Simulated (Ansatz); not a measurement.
Species: C2H6S, charge 1, doublet. C2H6S+ (parent SMILES CSC, doublet).
B3LYP-D3(BJ)/def2-TZVP minimum from Ansatz (an electronic-structure program):
```xyz
9

C      1.2991     0.2099     0.6763
S      0.0165     0.2739    -0.5582
C     -1.3246    -0.6326     0.1852
H      1.5545    -0.8359     0.8714
H      2.1582     0.7538     0.2895
H      0.9299     0.6668     1.5993
H     -0.9893    -1.6504     0.4056
H     -2.1513    -0.6398    -0.5219
H     -1.6134    -0.1405     1.1188
```
Charge +1, spin multiplicity 2.

Total energies in cc-pV(D+d)Z, 19 correlated electrons, 7 frozen orbitals. Radicals and triplets start from unrestricted determinants; spin-orbit coupling is neglected. Cores are frozen in correlated methods. No relativity. The spin of C2H6S+ (parent SMILES CSC, doublet) was assumed, and the state is the lowest solution found for it.

```csv
method,program,energy (Eh),minus CCSDT(Q) (mEh)
HF,Ansatz,-476.48425,466.08
MP2,Ansatz,-476.88389,66.43
CCSD,Ansatz,-476.93520,15.12
CCSD(T),Ansatz,-476.94837,1.95
CCSDT(Q),Ansatz,-476.95032,0.00
```

Rough core times of Ansatz's runs on a shared machine: CCSD(T) 20 s, CCSDT(Q) 20 min.
